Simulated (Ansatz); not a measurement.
**Where PBE holds and where it fails for zinc-blende CdTe**

Programs: Ansatz (a program for electronic structure).

For which of these properties of zinc-blende CdTe does PBE miss the measurement, in which direction and by how much: lattice constant a, bulk modulus, band gap, zone-centre TO phonon frequency, formation enthalpy?

PBE is well off the measurement for the lattice constant a (+2.13 %); bulk modulus (-19.7 %); band gap (-1.12 eV).  In between, or not called against an uncorrected reference: zone-centre TO phonon frequency (-5.8 %), formation enthalpy (+0.056 eV/atom).

```json
[
 {"property": "lattice constant a (Å)", "PBE": "6.618", "LDA": "6.409", "r²SCAN": "6.558", "reference": "6.48*", "PBE less reference": "+2.13 %"},
 {"property": "bulk modulus (GPa)", "PBE": "35.1", "LDA": "46.2", "r²SCAN": "40.3", "reference": "43.7*", "PBE less reference": "-19.7 %"},
 {"property": "cohesive energy (eV/atom)", "PBE": "2.05", "LDA": "2.77", "r²SCAN": "2.24", "reference": "2.23", "PBE less reference": "not scored"},
 {"property": "band gap (eV), at the measured cell, all with SOC", "PBE": "0.51", "LDA": "0.24", "r²SCAN": "1.02", "reference": "1.63", "PBE less reference": "-1.12 eV"},
 {"property": "TO(Γ) frequency (cm⁻¹)", "PBE": "130", "LDA": "148", "r²SCAN": "136", "reference": "138*", "PBE less reference": "-5.8 %"},
 {"property": "elastic constant C11 (GPa)", "PBE": "46.1", "LDA": "58.5", "r²SCAN": "51.5", "reference": "–", "PBE less reference": "–"},
 {"property": "elastic constant C44 (GPa)", "PBE": "18.6", "LDA": "21.6", "r²SCAN": "19.9", "reference": "–", "PBE less reference": "–"},
 {"property": "polycrystal shear modulus (GPa)", "PBE": "13.4", "LDA": "15.3", "r²SCAN": "14.1", "reference": "–", "PBE less reference": "–"},
 {"property": "enthalpy of formation (eV/atom)", "PBE": "-0.464", "LDA": "-0.363", "r²SCAN": "-0.569", "reference": "-0.520*", "PBE less reference": "+0.056 eV/atom"}
]
```

Where no measured value is used, PBE differs from r²SCAN by -10.5 % in the elastic constant C11; from r²SCAN by -6.5 % in the elastic constant C44; from r²SCAN by -5.0 % in the Voigt–Reuss–Hill shear modulus.

A star marks values at room or unstated temperature without corrections; heat and zero-point motion as a rule enlarge cells and lower moduli and gaps.

The measured gap has a computed or estimated zero-point shift taken out.

Called well off clearly beyond 0.20 eV for the band gap, 12.0 % for the zone-centre TO phonon frequency, 0.161 eV/atom for the formation enthalpy (bounds picked here from the quality of each reference); the lattice constant a is called against an uncorrected reference, since a correction would as a rule widen the miss or is far smaller; the bulk modulus is called against an uncorrected reference, since a correction would as a rule widen the miss or is far smaller.

Not scored: cohesive energy (sources at odds).

The references are measured values: lattice constant a room temperature, bulk modulus room temperature, cohesive energy corrected to a static lattice, band gap corrected to a static lattice, zone-centre TO phonon frequency unstated, formation enthalpy room temperature.

Unless a row names a cell, each level is at its own relaxed cell.

Density-functional gaps are differences of (generalised) Kohn–Sham levels.

Ansatz's density-functional and Hartree–Fock values are scalar-relativistic unless marked +SOC, with PAW data made under PBE.

References as tabulated in Lucero et al. (2012), arXiv:1111.4515; Elmahjoubi et al. (2023), arXiv:2303.01780; Albrecht et al. (1997), arXiv:cond-mat/9706128; Miglio et al. (2020), arXiv:2011.12765 and others.
